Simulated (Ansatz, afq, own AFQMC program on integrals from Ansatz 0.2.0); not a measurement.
AFQMC, coupled cluster and functionals along a coordinate of HBr + H, doublet

```json
{"atom": "Br", "x (Å)": "0.0000", "y (Å)": "0.0000", "z (Å)": "-1.4079"}
{"atom": "H", "x (Å)": "0.0000", "y (Å)": "0.0000", "z (Å)": "0.0127"}
{"atom": "H", "x (Å)": "0.0000", "y (Å)": "0.0000", "z (Å)": "1.3951"}
```

A hydrogen atom is moved from one rigid fragment to the other; the Br1–H2 distance tells how far. The two fragments are held close together, so this isn't a minimum-energy path and the start is a compressed complex. Energies in kJ/mol count from this geometry (1.421 Å) at the same level; the start stands on UHF, each point on the determinant named.

Basis cc-pVTZ. Only valence electrons are correlated. AFQMC by an in-house program on the Cholesky factors that Ansatz 0.2.0 writes for its CCSD(T) run. ph-AFQMC/CISD is guided by a CISD state made of CCSD amplitudes; releasing the constraint for a short imaginary time cuts its bias at the price of noise, slowly where states lie close. Uncertainties: one standard error, sampling alone. No spin–orbit coupling.

Cautions, each for one point or more: inner d shell frozen; no relativity below Rb; no spin-orbit coupling; unrestricted determinant slightly spin contaminated.

```json
{"r(Br1–H2) / Å": "1.603", "det.": "UHF", "T1": "0.017", "weight": "0.90", "⟨S²⟩": "0.80", "CCSD(T)": "5.7", "ph-AFQMC/CISD": "5.5 ± 0.4", "released AFQMC": "5.5 ± 0.3", "CCSDT(Q)": "5.2", "B3LYP": "-6.0", "wB97M-V": "1.9"}
{"r(Br1–H2) / Å": "1.694", "det.": "UHF", "T1": "0.020", "weight": "0.90", "⟨S²⟩": "0.82", "CCSD(T)": "4.6", "ph-AFQMC/CISD": "4.4 ± 0.3", "released AFQMC": "4.1 ± 0.4", "CCSDT(Q)": "4.0", "B3LYP": "-10.7", "wB97M-V": "-0.9"}
{"r(Br1–H2) / Å": "1.876", "det.": "UHF", "T1": "0.015", "weight": "0.91", "⟨S²⟩": "0.79", "CCSD(T)": "-29.8", "ph-AFQMC/CISD": "-29.5 ± 0.3", "released AFQMC": "–", "CCSDT(Q)": "-30.1", "B3LYP": "-41.2", "wB97M-V": "-36.3"}
{"r(Br1–H2) / Å": "2.058", "det.": "UHF", "T1": "0.009", "weight": "0.92", "⟨S²⟩": "0.76", "CCSD(T)": "-64.9", "ph-AFQMC/CISD": "-64.7 ± 0.3", "released AFQMC": "–", "CCSDT(Q)": "-64.8", "B3LYP": "-66.6", "wB97M-V": "-69.6"}
```

Weight is that of the determinant in the CISD state; at the start T1 is 0.010 and the weight 0.92, and ⟨S²⟩ is 0.76. A dash marks a missing value, a released energy that hasn't settled or a functional that sits on another state. Largest departures from CCSDT(Q), at the points where its series has closed: CCSD(T) 0.6 kJ/mol at 1.694 (on UHF), ph-AFQMC/CISD 0.5 kJ/mol at 1.876 (on UHF) (within the noise), released AFQMC 0.3 kJ/mol at 1.603 (on UHF) (within the noise), B3LYP -14.7 kJ/mol at 1.694, wB97M-V -6.2 kJ/mol at 1.876. Functionals count only at points shown to share the start's state and spin.

Some points may be missing: those where a free walk finds a much lower state, and past Zn most of those on another determinant than at the start.

A walk keeps the symmetry of its determinant, which the program's search chose and which needn't be the lowest solution, so a lower state of the same spin and another symmetry isn't excluded. Released energies are given only where the last usable release times agree within the noise; a slower fall can still hide under it.
